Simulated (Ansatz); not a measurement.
Born–Oppenheimer molecular dynamics of H₅NOSi (8 atoms, charge 0, multiplicity 1). It starts from a relaxed structure.

Method: Ansatz, RKS PBE0-D4/def2-mTZVP.

```
ensemble                      : NVE (velocity Verlet)
time step                     : 0.5 fs
steps asked                   : 150
starting velocities drawn for : 300 K
seed                          : 572883
```

First frame:

```xyz
8
Properties=species:S:1:pos:R:3
Si -0.041 0.021 -0.022
O 0.027 -0.091 1.632
H -0.813 -0.123 2.100
H 1.389 0.018 -0.399
N -0.813 1.407 -0.670
H -1.778 1.398 -0.960
H -0.469 2.345 -0.533
H -0.793 -1.127 -0.595
```

Problem. How far do the bonds stretch over the last three quarters of this one trajectory? (Pairs bonded in most of those frames.)

Solution. 
```json
{"bond": "Si1–O2", "mean (Å)": "1.655", "spread (Å)": "0.012", "shortest": "1.64", "longest": "1.68"}
{"bond": "Si1–H4", "mean (Å)": "1.486", "spread (Å)": "0.039", "shortest": "1.43", "longest": "1.54"}
{"bond": "Si1–N5", "mean (Å)": "1.728", "spread (Å)": "0.020", "shortest": "1.70", "longest": "1.76"}
{"bond": "Si1–H8", "mean (Å)": "1.489", "spread (Å)": "0.023", "shortest": "1.46", "longest": "1.52"}
{"bond": "O2–H3", "mean (Å)": "0.964", "spread (Å)": "0.019", "shortest": "0.93", "longest": "0.99"}
{"bond": "N5–H6", "mean (Å)": "1.012", "spread (Å)": "0.024", "shortest": "0.97", "longest": "1.05"}
{"bond": "N5–H7", "mean (Å)": "1.009", "spread (Å)": "0.013", "shortest": "0.99", "longest": "1.03"}
```

Mean temperature of the second half: 157 K. The conserved energy stayed within 0.26 meV per atom of its start (net change 0.17 meV per atom), so the integration is sound. Over the second half the temperature averaged 0.52 of the 300 K drawn at the start: a run that starts near a minimum puts about half its kinetic energy into the potential. A run of 0.075 ps of so small a system gives no equilibrium averages.

Run time: 6.5 min on 1 thread of Arm Neoverse V1, on a shared host, peak memory 0.13 GiB.
